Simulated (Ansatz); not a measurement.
# BH4: the cost of one run

Program: Ansatz 0.2.0. Level of theory: UKS PBE/def2-TZVP. These are calculated values, not measurements.

## (1) Starting point

Bond lengths: B1–H3 1.190 Å, B1–H4 1.190 Å. Angles: H3–B1–H4 120.0°.

Coordinates:

```xyz
5

B     0.0000    0.0000    0.0000
H     0.0000    0.0000    1.4400
H     1.0305    0.0000   -0.5950
H    -1.0305    0.0000   -0.5950
H     0.0000    0.0000    2.4000
```

## (2) A restrained relaxation towards end A

Springs on the bonds that form and break draw the guess towards this end; the thresholds are loose.

Contents of input.yaml:

```yaml
crystal:
  periodic: [false, false, false]
  atoms:
    - { symbol: B, position_ang: [0.0, 0.0, 0.0] }
    - { symbol: H, position_ang: [0.0, 0.0, 1.44] }
    - { symbol: H, position_ang: [1.0305, 0.0, -0.595] }
    - { symbol: H, position_ang: [-1.0305, 0.0, -0.595] }
    - { symbol: H, position_ang: [0.0, 0.0, 2.4] }
magnetization:
  spin_polarized: true
  initial_magnetization: 1
basis:
  gaussian: { orbitals: def2-TZVP }
hamiltonian:
  xc: pbe
relax:
  f_tol: 0.15
  max_steps: 25
  restrain:
    - { distance: [1, 4], at: 1.86, k: 30.0 }
    - { distance: [0, 1], at: 1.19, k: 30.0 }
```

Run with:

```
> ansatz run input.yaml --threads 1 --pin off --max-ram 2048MiB --backend cpu --events-out ev --progress --plain --runs-dir out
```

Q: Estimate wall time and peak memory on 1 thread of Arm Neoverse V1, shared host.

About 6.2 s, with a peak of 0.098 GiB.
